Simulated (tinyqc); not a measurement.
Worked calculation: CCSD on RHF in the sto-6g basis, frozen core, for NH3, spin multiplicity 1. One step of it, computed by the program tinyqc.

Problem. CCSD: starting amplitudes. t_ij^ab = <ij||ab> / (e_i + e_j - e_a - e_b), whose energy is MP2.

orbital energies (hartree): [-15.518838, -1.026272, -0.514618, -0.514610, -0.344797, 0.487664, 0.592241, 0.592308]

Two-electron integrals over orbitals (pq|rs), unique and non-zero (hartree); the lowest 1 orbital is frozen and left out:
```
(22|22) 0.600865    (32|22) 0.000032    (32|32) 0.116438    (33|22) 0.536624
(33|32) 0.046018    (33|33) 0.551184    (42|42) 0.116414    (43|42) -0.046040
(43|43) 0.043540    (44|22) 0.536576    (44|32) -0.046030   (44|33) 0.464125
(44|44) 0.551162    (52|22) -0.004123   (52|32) -1.99e-06   (52|33) 0.000827
(52|44) 0.000816    (52|52) 0.103675    (53|22) -0.000015   (53|32) -0.007035
(53|33) -0.012901   (53|44) 0.012883    (53|52) -0.000022   (53|53) 0.030386
(54|42) -0.007049   (54|43) 0.012898    (54|54) 0.030393    (55|22) 0.591943
(55|32) -0.000017   (55|33) 0.518264    (55|44) 0.518246    (55|52) 0.096618
(55|53) -0.000039   (55|55) 0.734223    (62|22) 0.123647    (62|32) -0.000049
(62|33) 0.071282    (62|44) 0.071251    (62|52) -0.015521   (62|53) -0.000028
(62|55) 0.113211    (62|62) 0.091889    (63|22) -0.000153   (63|32) -0.025340
(63|33) -0.034318   (63|44) 0.034137    (63|52) -0.000051   (63|53) 0.016100
(63|55) -0.000178   (63|62) -0.000130   (63|63) 0.058871    (64|42) -0.025431
(64|43) 0.034267    (64|54) 0.016140    (64|64) 0.059015    (65|22) -0.065933
(65|32) -0.000053   (65|33) -0.031437   (65|44) -0.031375   (65|52) 0.014305
(65|53) -0.000010   (65|55) -0.068977   (65|62) -0.054843   (65|63) 0.000082
(65|65) 0.040377    (66|22) 0.520728    (66|32) -0.000196   (66|33) 0.482476
(66|44) 0.482681    (66|52) -0.050525   (66|53) 0.000054    (66|55) 0.475659
(66|62) 0.086332    (66|63) 0.000043    (66|65) -0.048250   (66|66) 0.513626
(72|42) 0.034680    (72|43) 0.012613    (72|54) 0.022218    (72|64) 0.037536
(72|72) 0.056115    (73|42) 0.038896    (73|43) -0.014849   (73|54) -0.011959
(73|64) -0.029589   (73|72) -0.004750   (73|73) 0.033866    (74|22) 0.115966
(74|32) 0.038895    (74|33) 0.086988    (74|44) 0.057284    (74|52) 0.046242
(74|53) -0.011967   (74|55) 0.152345    (74|62) 0.076819    (74|63) -0.029635
(74|65) -0.039615   (74|66) 0.043686    (74|74) 0.139165    (75|42) 0.047557
(75|43) -0.020469   (75|54) 0.015228    (75|64) -0.021340   (75|72) 0.014521
(75|73) 0.018603    (75|75) 0.043111    (76|42) 0.091056    (76|43) -0.048043
(76|54) -0.021964   (76|64) -0.044703   (76|72) 0.004226    (76|73) 0.045528
(76|75) 0.036472    (76|76) 0.098766    (77|22) 0.540252    (77|32) -0.029002
(77|33) 0.470780    (77|44) 0.544964    (77|52) 0.018001    (77|53) 0.015112
(77|55) 0.544360    (77|62) 0.079158    (77|63) 0.037505    (77|65) -0.032088
(77|66) 0.489128    (77|74) 0.073558    (77|77) 0.566825    (82|22) 0.000164
(82|32) 0.034661    (82|33) -0.012551   (82|44) 0.012722    (82|52) -3.08e-06
(82|53) 0.022220    (82|55) 0.000156    (82|62) 0.000054    (82|63) 0.037535
(82|65) -0.000076   (82|66) 0.000097    (82|74) -0.004651   (82|77) 0.021942
(82|82) 0.056115    (83|22) 0.115928    (83|32) -0.038966   (83|33) 0.057247
(83|44) 0.087007    (83|52) 0.046239    (83|53) 0.011944    (83|55) 0.152339
(83|62) 0.076814    (83|63) 0.029446    (83|65) -0.039562   (83|66) 0.043879
(83|74) 0.073162    (83|77) 0.098634    (83|82) 0.004883    (83|83) 0.139235
(84|42) 0.038887    (84|43) -0.014818   (84|54) -0.011937   (84|64) -0.029525
(84|72) -0.004698   (84|73) 0.032068    (84|75) 0.018590    (84|76) 0.045491
(84|84) 0.033808    (85|22) -0.000043   (85|32) 0.047552    (85|33) 0.020418
(85|44) -0.020479   (85|52) 0.000032    (85|53) 0.015239    (85|55) -0.000048
(85|62) -0.000071   (85|63) -0.021285   (85|65) -0.000010   (85|66) -0.000130
(85|74) 0.018572    (85|77) -0.014852   (85|82) 0.014516    (85|83) -0.018664
(85|85) 0.043099    (86|22) 0.000017    (86|32) 0.090999    (86|33) 0.047916
(86|44) -0.047966   (86|52) -0.000068   (86|53) -0.021913   (86|55) -0.000067
(86|62) 3.43e-06    (86|63) -0.044505   (86|65) -0.000069   (86|66) -0.000186
(86|74) 0.045462    (86|77) -0.041553   (86|82) 0.004258    (86|83) -0.045602
(86|85) 0.036425    (86|86) 0.098571    (87|42) -0.028894   (87|43) 0.037051
(87|54) 0.015111    (87|64) 0.037598    (87|72) 0.021840    (87|73) -0.012474
(87|75) -0.014793   (87|76) -0.041507   (87|84) -0.012435   (87|87) 0.040342
(88|22) 0.540272    (88|32) 0.029215    (88|33) 0.545093    (88|44) 0.470655
(88|52) 0.018001    (88|53) -0.015185   (88|55) 0.544353    (88|62) 0.079196
(88|63) -0.037822   (88|65) -0.032133   (88|66) 0.488943    (88|74) 0.098707
(88|77) 0.485871    (88|82) -0.021726   (88|83) 0.073394    (88|85) 0.014891
(88|86) 0.041720    (88|88) 0.567022
```

Give: Starting amplitudes; correlation energy.

Solution.

Starting amplitudes (spin orbitals 1a, 1b, ...; amplitudes related by a flip of all spins are not repeated; the 24 largest):
```
from      to       t
3a 3b  8a 8b  -0.063
4a 4b  7a 7b  -0.063
3a 4b  7b 8a   0.033
2a 2b  6a 6b  -0.030
4a 4b  6a 6b  -0.029
3a 3b  6a 6b  -0.029
2a 4b  6a 7b  -0.029
2a 3b  6a 8b  -0.029
5a 5b  6a 6b  -0.024
2a 5b  6a 6b   0.023
5a 5b  7a 7b  -0.023
5a 5b  8a 8b  -0.023
4a 5b  6b 7a  -0.020
3a 5b  6b 8a  -0.020
3a 4a  7a 8a   0.019
2a 2b  7a 7b  -0.017
2a 2b  8a 8b  -0.017
3a 3b  7a 7b  -0.015
4a 4b  8a 8b  -0.015
2a 4a  6a 7a  -0.015
2a 3a  6a 8a  -0.015
3a 4b  7a 8b  -0.014
2a 4b  6b 7a   0.014
2a 3b  6b 8a   0.014
```

correlation energy = -0.06299 hartree
